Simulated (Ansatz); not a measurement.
# H₂S (singlet): the correlation ladder, cc-pV(T+d)Z

The task here is to estimate one member of a computed series from the others.

Method: cc-pV(T+d)Z, core rule «outside noble gas», up to 5 orbitals frozen; program: Ansatz 0.2.0, Gaussian basis.

The runs, in order: UHF; CCSD(T) on RHF; BCCD(T) on RHF; CISD; CCSDT(Q) on RHF; CCSDTQ on RHF; CASSCF and MRCISD+Q, 8 electrons in 6 orbitals; CASSCF and NEVPT4(SD), 8 electrons in 6 orbitals; CASSCF and NEVPT2, 8 electrons in 6 orbitals.

9 further runs of the same task are left out: 9 set aside as unsound or not needed.

## The system

The geometry is an MP2(full)/6-31G* stationary point (not a proven minimum).

3 atoms, charge 0, spin multiplicity 1.

Atoms are counted from 1 here; the program's logs count them from 0.

Bond lengths: S1–H2 1.339 Å, S1–H3 1.339 Å. Angles: H2–S1–H3 93.3°.

Set-up of the first run:

in.yaml reads:

```yaml
crystal:
  periodic: [false, false, false]
  atoms:
    - {symbol: S, position_ang: [0.000000, 0.000000, 0.054372]}
    - {symbol: H, position_ang: [0.000000, 0.974269, -0.864846]}
    - {symbol: H, position_ang: [0.000000, -0.974269, -0.864846]}
basis:
  gaussian: {orbitals: "cc-pV(T+d)Z.json"}
magnetization: {spin_polarized: true, initial_magnetization: 0}
hamiltonian: {xc: hf}
output: {orbitals: {seedname: orbitals}}
```

Launch:

```console
$ ansatz run in.yaml --threads 1 --pin off --events-out ev --progress --plain --max-ram 3840MiB --backend cpu
```

Steps of the session up to this table: UHF; CCSD(T) on RHF; BCCD(T) on RHF; CISD; CCSDT(Q) on RHF; CCSDTQ on RHF; CASSCF and MRCISD+Q, 8 electrons in 6 orbitals; CASSCF and NEVPT4(SD), 8 electrons in 6 orbitals; CASSCF and NEVPT2, 8 electrons in 6 orbitals.

One of the session's tables, all rows but one given; the rest of the session is left out.

```
            method  from RCCSDTQ (meV)
               RHF             +6099.2
              RMP2              +910.4
              CISD              +557.3
             RCCSD              +246.4
          RCCSD(T)               +29.0
           BCCD(T)               +28.5
            RCCSDT                   ?
         RCCSDT(Q)                +0.5
           RCCSDTQ                   0
    CASSCF valence             +5164.3
    NEVPT2 valence             +1188.9
NEVPT4(SD) valence              +167.3
    MRCISD valence              +404.1
  MRCISD+Q valence               +51.2
```

Estimate the missing values for RCCSDT.

**Answer.** from RCCSDTQ (meV): +9.8. In the column «from RCCSDTQ (meV)» it lies between RCCSDT(Q) (+0.5) and BCCD(T) (+28.5).
